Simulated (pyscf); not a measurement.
Single points on ωB97X-D3(BJ)/def2-SVP structures (PySCF, gas phase).

What are the homolytic bond dissociation enthalpies (298 K) of `[OH][Si]([OH])([OH])[OH]` at ωB97M-D3(BJ)/def2-TZVP, weakest first?

H–O to •O–Si(OH)(OH)–OH + H•: 119.7 kcal/mol; O–Si to OH• + HO–Si•(OH)–OH: 138.6 kcal/mol. Ring and multiple bonds, and those that leave no two simple radicals, are not listed. Other isomers of HO–Si•(OH)–OH, •O–Si(OH)(OH)–OH were not searched in full and may lie lower. Left out: the spin-orbit lowering of OH.
